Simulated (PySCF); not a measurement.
C₂H₄, SMILES C=C (connectivity only; charge and spin as stated), charge +1, multiplicity 2.

Coordinates come from a B3LYP-D3(BJ)/def2-TZVP optimisation. The multiplicity is an assumed one; other spin states were not compared.

Two levels are set side by side: PBE/def2-TZVPD (PySCF) and M06-2X/def2-TZVPD (PySCF). Same geometry, gas phase. Differences are taken from unrounded values.

```json
[
 {"quantity": "α-spin orbital gap (eV)", "PBE": "4.77"},
 {"quantity": "β-spin orbital gap (eV)", "PBE": "3.41"},
 {"quantity": "mean polarisability (bohr³)", "PBE": "20.2"}
]
```

Problem. These are the PBE values. What does M06-2X give? (Estimate from the structure and the level; the computed values follow.)

Solution. 
```tsv
quantity	M06-2X	PBE minus M06-2X
α-spin orbital gap (eV)	9.45	-4.69
β-spin orbital gap (eV)	8.98	-5.56
mean polarisability (bohr³)	19.8	0.4
```

Rough cost on one machine, each run with all the roots and properties that it gave: M06-2X against PBE within a factor of 2.
